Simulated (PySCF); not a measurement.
Nitryl fluoride, FNO₂.
Geometry (PBE0-D3(BJ)/def2-SVP, Å), atoms numbered from 1 in this order:
```
atom  x, y, z in Å
O1    -0.2442    1.1938    0.2865
N2     0.1083    0.0760    0.3041
O3     1.1475   -0.4645    0.2563
F4    -0.9820   -0.8403    0.4076
```

Computed, not measured: PBE0-D3(BJ)/def2-SVP geometry optimisation, gas phase (PySCF 2.14.0).

Masses are those of the commonest isotopes; rigid-rotor values at the optimised geometry. 

Give the principal moments of inertia and the rotational constants in MHz.

Ia = 37.49, Ib = 42.71, Ic = 80.20 u·Å²; 505379 MHz·u·Å²/I gives A = 13481, B = 11833, C = 6301 MHz.

Classify the top.

An asymmetric top. Ray's parameter κ = (2B − A − C)/(A − C) = 0.541; −1 is the prolate and +1 the oblate limit.

What does the inertial defect say?

Planar: Δ = Ic − Ia − Ib = 0.00 u·Å². For a rigid frame Δ = −2 Σ m c², so it vanishes when all atoms lie in the ab plane; here none is more than 0.01 Å from it.

The dipole components are |μa| = 0.14 D, |μb| = 0.00 D, |μc| = 0.00 D. The nuclei that the symmetry axis exchanges have no spin, so part of the rotational levels is missing.

Estimate the classical rotational partition function at 10 K, 100 K and 298.15 K.

Point group C2v, symmetry number σ = 2; q = (√π/σ)·√((kT/h)³/(ABC)), k/h = 20836.6 MHz/K: 84.1 at 10 K, 2660 at 100 K, 13700 at 298.15 K.

Not checked by PBE0-D3(BJ)/def2-SVP frequencies. Constants of a rigid frame at the computed geometry: no zero-point averaging, no centrifugal distortion. Quadrupole hyperfine structure (14N) is left out.

The run took 6.6 s wall on one thread of an Arm Neoverse V2, shared host with 96 logical CPUs at a one-minute load of 58, and the process peaked at 0.27 GiB of memory. That covers the optimisation of the geometry.
